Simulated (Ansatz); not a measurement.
A run of Ansatz (development build ahead of 0.2.0) on doublet CH₃Cl(+) at this shape:

```xyz
5

C     0.1187   -1.0861   -0.6373
Cl   -0.0823    0.6219    0.3525
H     0.0096   -0.7072   -1.6478
H     1.0822   -1.5548   -0.3787
H    -0.7928   -1.6315   -0.3898
```

Its results:

- Converged: yes
- Total energy: -498.55448 hartree
- Spin squared of the determinant: 0.759
- Stability test: minimum

Forces (eV/Å):
| atom | Fx | Fy | Fz |
| --- | --- | --- | --- |
| C1 | -0.369 | -0.248 | -0.356 |
| Cl2 | 0.238 | -0.769 | -0.215 |
| H3 | 0.408 | 0.203 | -0.097 |
| H4 | -0.527 | 0.683 | 0.163 |
| H5 | 0.250 | 0.130 | 0.506 |

Question: Which input gives this output? Name the method, the orbitals and the basis set, and write the input.

Answer: UHF in def2-SVP.

```yaml
crystal:
  periodic: [false, false, false]
  atoms:
    - { symbol: C, position_ang: [0.1187, -1.08609, -0.6373] }
    - { symbol: Cl, position_ang: [-0.08228, 0.62191, 0.35247] }
    - { symbol: H, position_ang: [0.00958, -0.7072, -1.64779] }
    - { symbol: H, position_ang: [1.08221, -1.55478, -0.37869] }
    - { symbol: H, position_ang: [-0.7928, -1.6315, -0.38982] }
basis:
  gaussian: { orbitals: def2-SVP }
total_charge: 1
magnetization:
  spin_polarized: true
  initial_magnetization: 1
hamiltonian:
  xc: hf
output:
  forces: true
```
